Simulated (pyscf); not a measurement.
Structures and frequencies: ωB97X-D3(BJ)/def2-SVP in PySCF. Correlated levels are frozen-core, on RHF or UHF. ΔMP2 is the change of the MP2 total energy from the triple- to the quadruple-zeta basis.

Q: For CH₃• + NH₃ → CH₄ + NH₂•, a hydrogen abstraction (doublet surface; H–N broken, C–H formed), PBE/def2-TZVP gives ΔE‡ = 0.31 eV and ΔE = +0.11 eV (zero: the separated reactants). In which direction and how far do B3LYP-D3(BJ)/def2-TZVP, ωB97M-D3(BJ)/def2-TZVP, CCSD(T)/def2-TZVPP + ΔMP2(QZVPP) move these?

A: B3LYP-D3(BJ): ΔE‡ = 0.50 eV, ΔE = +0.06 eV; ωB97M-D3(BJ): ΔE‡ = 0.65 eV, ΔE = +0.08 eV; CCSD(T): ΔE‡ = 0.73 eV, ΔE = +0.12 eV. PBE's barrier lies under all of them, by 0.19 to 0.42 eV. Its reaction energy matches one of them and lies within 0.05 eV of the others. Low barriers are usual for a GGA, whose delocalisation error favours stretched bonds. This is the saddle that the search found; another between the same sides may lie lower. The angle at the transferred H is 166°. The CCSD(T) − MP2 part came from Ansatz, without density fitting, on the same reference.
